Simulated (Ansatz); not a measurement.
Two shapes of singlet CHO(+).

Shape 1:

```xyz
3

H    -0.0401   -0.0069   -1.5971
C    -0.0324   -0.0041   -0.5528
O    -0.0338   -0.0322    0.6073
```

Shape 2:

```xyz
3

H     0.0528   -0.0334   -1.5339
C    -0.0876    0.0969   -0.5438
O     0.0503   -0.1045    0.5751
```

Basis set: 6-31G (spherical functions). Correlated methods keep 2 orbitals frozen. Charge 1, multiplicity 1.

Computed with Ansatz (development build ahead of 0.2.0); each method stands on the lowest determinant of its kind that the runs found.

Task: Which shape is lower in energy, and by how much in each method?

Result:

```csv
method,E(2) − E(1) (eV)
RHF,0.224
RHF-MP2,0.285
```

Shape 1 is lower.
